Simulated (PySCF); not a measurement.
Molecule: `InChI=1S/C6H10/c1-3-6-4-5(6)2/h3,5-6H,1,4H2,2H3/t5-,6-/m1/s1`.

Bonds (- single, = double, # triple, : aromatic): C1=C2, C2-C3, C3-C4, C4-C5, C5-C6, C5-C3. C1 carries H7, H8; C2 carries H9; C3 carries H10; C4 carries H11, H12; C5 carries H13; C6 carries H14, H15, H16. Stereochemistry as in C=C[C@@H]1C[C@H]1C. H12 is cis to C2 on the ring; H8 is cis to C3; H11 is trans to C2 on the ring; H7 is trans to C3.

Frames of a GFN2-xTB Langevin trajectory at 200 K; GIAO PBE0/pcSseg-1 shieldings in PySCF, gas phase, non-relativistic; equivalent atoms averaged within each frame.

Referencing at the same level of theory: ¹³C (σ = 186.93 ppm), ¹H (σ = 31.72 ppm) vs TMS. The references are static minima.

How do the shifts (ppm) fluctuate along the trajectory?

Results:


```
         time (fs)     C2     C1    C3    C6    C5    C4    H8    H7    H9  H14/H15/H16
optimised geometry  151.4  117.5  28.9  20.7  18.6  17.5  5.43  5.17  5.41         1.15
               250  148.4  118.7  28.2  22.6  19.0  18.1  5.86  5.72  5.45         0.97
               425  154.7  127.9  32.7  22.4  14.6  15.5  5.72  5.48  6.30         1.47
               625  156.1  120.5  24.6  24.8  15.9  25.2  4.73  5.91  5.32         1.40
               800  154.9  121.8  28.2  20.0  19.7  19.6  6.36  5.66  5.28         1.05
              1000  150.4  114.4  31.4  16.8  22.2  20.8  5.03  4.46  5.37         0.49
    mean of frames  152.9  120.7  29.0  21.3  18.3  19.8  5.54  5.45  5.54         1.08
standard deviation    3.3    4.9   3.2   3.1   3.0   3.6  0.66  0.57  0.43         0.39
```

5 frames give an uncertainty of the mean of about the standard deviation over 2.2 at best, since frames this close in time may not be independent; classical motion lacks zero-point vibration, and the reference would need the same averaging.
